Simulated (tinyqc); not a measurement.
Worked calculation: UHF in the sto-3g basis, for H2O+, spin multiplicity 2. One step of it, computed by the program tinyqc.

Problem. Iteration 2: DIIS coefficients. Solve [B -1; -1 0][c; lambda] = [0; -1] for the coefficients, which sum to one.

B (overlaps of the stored error matrices):
```
               1              2
1  8.1240258e-01  3.3275907e-01
2  3.3275907e-01  1.4221808e-01
```

Give: DIIS coefficients.

Solution.

DIIS coefficients: -0.6591  1.6591
